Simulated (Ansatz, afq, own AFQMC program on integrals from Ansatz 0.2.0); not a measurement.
Two steps: Ansatz 0.2.0 writes the Fock matrix and Cholesky factors of the valence space, and afq projects on them the lowest state that overlaps trial and start.

```yaml
crystal:
  periodic: [false, false, false]
  atoms:
    - {symbol: Si, position_ang: [0.000000, 0.033918, 0.905604]}
    - {symbol: Al, position_ang: [0.000000, -0.084100, -1.032807]}
    - {symbol: H, position_ang: [0.000000, 1.415044, 1.470469]}
    - {symbol: H, position_ang: [1.198904, -0.674236, 1.441219]}
    - {symbol: H, position_ang: [-1.198904, -0.674236, 1.441219]}
    - {symbol: H, position_ang: [0.000000, 1.239605, -1.939689]}
basis:
  gaussian: {orbitals: 6-31G}
magnetization: {spin_polarized: true, initial_magnetization: 1}
correlation: {method: ccsd_t, electrons: outside_noble_gas, hamiltonian_folder: ham}
```

```sh
$ ansatz run in.yaml --threads 1 --pin off --events-out ev --progress --plain --max-ram 1382MiB
```

Options of the walk:

```
--method phaseless --trial cisd --walkers 80 --populations 1 --least-time 40 --time-step 0.005 --steps-per-block 50 --equilibration-blocks 28 --max-blocks 300 --target-error 0.0004 --factor-cut 1e-05 --start spin_pure --seed 1953 --release-times 0.24,0.51,0.99,1.62,2.4 --release-step 0.03 --release-every 4 --taylor-order 6
```

Times are imaginary, in 1/Eh. The walk had a cap of 531 s.

Log:

```
orbitals 24  electrons 6 5  factors 178 of 406
reference energy -532.94737194 Eh
CCSD correlation -0.11113031 Eh in 10 cycles, weight of the determinant in the CISD state 0.9136
energy of the start -533.058478 Eh
 block  time / (1/Eh)  mean weight  energy / Eh
     1     0.250  0.9999  -533.057337
     2     0.500  0.9997  -533.057341
     3     0.750  1.0011  -533.057620
     4     1.000  1.0003  -533.058285
     5     1.250  1.0005  -533.058542
     8     2.000  1.0006  -533.063216
    13     3.250  1.0004  -533.060044
    25     6.250  0.9994  -533.062077
    33     8.250  0.9992  -533.064123
    37     9.250  0.9993  -533.060612
    49    12.250  0.9994  -533.060141
    61    15.250  1.0003  -533.060511
    73    18.250  1.0012  -533.061549
    85    21.250  0.9995  -533.060913
    97    24.250  0.9997  -533.060081
   109    27.250  0.9997  -533.061208
   121    30.250  1.0009  -533.060773
   133    33.250  1.0006  -533.060609
   145    36.250  1.0000  -533.060423
   157    39.250  0.9994  -533.059082
   169    42.250  0.9990  -533.061224
   181    45.250  1.0002  -533.060735
   185    46.250  0.9981  -533.061128
blocks merged  error / Eh  count
     1  0.000080  160
     2  0.000103  80
     4  0.000130  40
     8  0.000146  20
    16  0.000133  10
released: time / (1/Eh)  energy / Eh  error  mean overlap
  0.24  -533.060895  0.000157  0.9980
  0.51  -533.061068  0.000153  0.9893
  0.99  -533.061151  0.000136  0.9887
  1.62  -533.061229  0.000105  0.9708
  2.40  -533.061044  0.000146  0.9786
energy -533.060984 +/- 0.000146 Eh
(rows thinned)
```

The run passed its tests (sampling time, drift between the halves within three errors, error under three times the target), which doesn't prove that it has relaxed.

Against this walk (error 4.0 meV) on the same determinant: CCSD(T) 19.3 meV higher. The error is statistical and leaves out the bias of the constraint. Released to 2.40 1/Eh the energy moves by -2 ± 6 meV (both errors), within twice the noise.

Cautions: constraint bias not in the error.

The walk took 7 min on 1 thread of Intel(R) Xeon(R) Processor @ 2.50GHz (Skylake/Cascade Lake), with other jobs on the host. The log's last line is the phaseless energy.

A walk keeps the symmetry of its determinant, which the program's search chose and which needn't be the lowest solution, so a lower state of the same spin and another symmetry isn't excluded.
